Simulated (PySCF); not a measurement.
PySCF input file for hydrogen fluoride (FH), SMILES F, B3LYP/pcSseg-2. The structure is a stationary point at B3LYP-D3(BJ)/def2-TZVPD.

```python
import numpy as np
from pyscf import gto, scf, dft
from pyscf.prop.nmr import rks as nmr

mol = gto.M(
    atom='''
    F     0.00000000    0.00000000   -0.09254180
    H     0.00000000    0.00000000    0.83287620
    ''',
    basis='pcSseg-2',
    charge=0,
    spin=0,
    max_memory=1600,
    verbose=3,
)
mf = dft.RKS(mol, xc='b3lyp')
mf.grids.level = 3
mf.conv_tol = 1e-10
mf.max_cycle = 100
mf.kernel()
n = nmr.NMR(mf)
n.verbose = 2
n.max_cycle_cphf = 60
sigma = n.kernel()
print('atom   isotropic/ppm   span/ppm')
for i, s in enumerate(sigma):
    w = np.linalg.eigvalsh((s + s.T) / 2)
    print(f'{mol.atom_symbol(i):2s}{i + 1:3d} {w.mean():14.3f} {w[2] - w[0]:11.3f}')
```

Program output:

```
converged SCF energy = -100.493492608822
atom   isotropic/ppm   span/ppm
F   1        406.947     112.252
H   2         29.096      21.748
```

The run converged.

Cost: very roughly 1.5 core-seconds.
